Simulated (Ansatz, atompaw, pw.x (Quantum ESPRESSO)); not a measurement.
## hydrogen (H): one change to the PAW (atompaw) potential, in the atom and in the diamond crystal

hydrogen (H), PAW, made with atompaw 4.2.0.5 (PBEsol, scalar-relativistic). Core none, reference 1s1. Waves: 1s (bound): rc 1.50 bohr; 1s channel at -0.05 Ry: rc 1.50 bohr; 2p channel at -0.05 Ry: rc 1.25 bohr. Local part: bessel scheme, radius 1.40 bohr. Core correction: none. Augmentation charge: sinc compensation charge, radius 1.30 bohr; PAW radius 1.50 bohr; waves and projectors: custom rrkj vanderbiltortho.

Change: local potential bessel scheme, radius 0.68 bohr.

Cutoffs, loose and tight: the cutoffs (Ry, on a coarse ladder) from which the occupation-weighted sum of valence levels, in a spherical-Bessel basis at the reference potential, stays within 10 and 1 mRy of its value at 400 Ry. They see the waves and projectors alone, not the compensation charge or the core.

Crystal test: diamond H in pw.x 7.5, no spin, 15³ k-points, Fermi–Dirac smearing 0.01 Ry, cutoffs set for each file from its atomic test. The reference is all-electron LAPW (Ansatz 0.2.0) with the same functional, mesh and smearing; V0 and B0 come from Birch–Murnaghan fits to the pressures at five volumes. Errors are pseudo minus all-electron; Δ is the rms difference of the E(V) curves that follow from these fits, minima aligned, over ±6 % about the mean V0. Mesh and smearing are coarse, so the numbers serve the comparison and aren't converged zero-temperature values; the lattice is a test structure that the element need not adopt.

All-electron: a0 = 2.994 Å (V0 = 3.35 Å³/atom), B0 = 95.5 GPa.

Does the change bring the crystal closer to the all-electron result?

The mean pressure error goes from +0.94 to -0.17 GPa, so the change moves the solid closer to the all-electron pressures.

```
                 quantity       base    changed
           outcome (atom)  generated  generated
     cutoff, loose (atom)      10 Ry      10 Ry
     cutoff, tight (atom)      18 Ry      18 Ry
      bound ghosts (atom)       none       none
     cutoffs in pw.x (Ry)     40/400     40/400
                   a0 (Å)      3.003      2.992
             a0 error (%)      +0.32      -0.06
             B0 error (%)       +0.2       +0.1
             Δ (meV/atom)        0.7        0.1
mean pressure error (GPa)      +0.94      -0.17
```

Base: The largest radius (1.50 bohr) exceeds half the bond length (1.22 bohr), so the spheres overlap, which is one possible source of error among others. Changed file: The largest radius (1.50 bohr) exceeds half the bond length (1.22 bohr), so the spheres overlap, which is one possible source of error among others. The atomic cutoffs weigh occupied waves only.
